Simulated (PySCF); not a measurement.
## O: ionisation energy

O [He] 2s2 2p4 (3P) → O⁺ [He] 2s2 2p3 (4S), as a difference of total energies. Computed with PySCF 2.14 in aug-cc-pVDZ (4s3p2d, 23 functions), with the non-relativistic Hamiltonian (point nucleus). Correlated levels: valence: 1s2 frozen. The calculations carry no spin-orbit coupling.

```json
{"method": "UHF", "ionisation energy (eV)": "12.057"}
{"method": "r2SCAN", "ionisation energy (eV)": "13.720"}
{"method": "BP86", "ionisation energy (eV)": "14.222"}
{"method": "MP2 (valence)", "ionisation energy (eV)": "13.095"}
{"method": "SCS-MP2 (valence)", "ionisation energy (eV)": "13.115"}
{"method": "CCSD (valence)", "ionisation energy (eV)": "13.120"}
{"method": "CCSD(T) (valence)", "ionisation energy (eV)": "13.148"}
```

Errors of the correlated levels include the incompleteness of this basis and the frozen core.

Problem. Which method comes closest to the reference value, and which is furthest?

Solution. The reference is 13.608 eV (measured; NIST levels, between the centres of gravity of the two terms). Closest: r2SCAN (error 0.112 eV); furthest: UHF (error -1.551 eV).
